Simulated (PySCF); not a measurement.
A made-up structure of CH$_{4}$SSi, closed shell:

```
atom    x (Å)    y (Å)    z (Å)
 Si1  -0.6842   0.3325  -0.2400
  C2   0.9571  -0.4684   0.2084
  S3   1.3565  -0.9227   1.7011
  H4  -1.3674  -0.5184  -1.2523
  H5  -0.4130   1.6588  -0.8587
  H6  -1.5151   0.4766   0.9762
  H7   2.1217  -1.8659   2.3130
```

It is relaxed with PBE-D4/def2-SVP and then PBE0-D4/def2-TZVP (PySCF 2.14 with density fitting (its default auxiliary sets; JK sets also for MP2 and CCSD(T))). Atoms count as bonded within 1.22 times the sum of their covalent radii (H–H: 0.88 Å). The end point is not checked to be a true minimum.

(1) Does its bonding change? (Judge from chemistry; the calculation decides.)

Answers

(1) By the calculation: No: no bond forms or breaks.

Where it ends: The first stage lowers the energy by 1.45 eV in 15 steps. It ends as CH₄SSi ([SiH3][C][SH]):
```json
{"atom": "Si1", "x (Å)": "-0.6609", "y (Å)": "0.2758", "z (Å)": "-0.1667"}
{"atom": "C2", "x (Å)": "0.8493", "y (Å)": "-0.7000", "z (Å)": "0.3079"}
{"atom": "S3", "x (Å)": "1.1550", "y (Å)": "-0.8617", "z (Å)": "1.8822"}
{"atom": "H4", "x (Å)": "-1.4890", "y (Å)": "-0.6370", "z (Å)": "-0.9972"}
{"atom": "H5", "x (Å)": "-0.1638", "y (Å)": "1.3981", "z (Å)": "-1.0047"}
{"atom": "H6", "x (Å)": "-1.5115", "y (Å)": "0.8339", "z (Å)": "0.9285"}
{"atom": "H7", "x (Å)": "2.3050", "y (Å)": "-1.6077", "z (Å)": "1.9054"}
```

Labels in which every atom is bracketed show which atoms are joined, not bond orders.

For scale, one of the runs: PBE0-D4/def2-TZVP relaxation, 129 basis functions, launched by `OMP_NUM_THREADS=2 python run.py`. The run took 42 s on 2 CPU threads of an Arm Neoverse V2 (shared host), with 1.2 GiB of host memory at its peak.
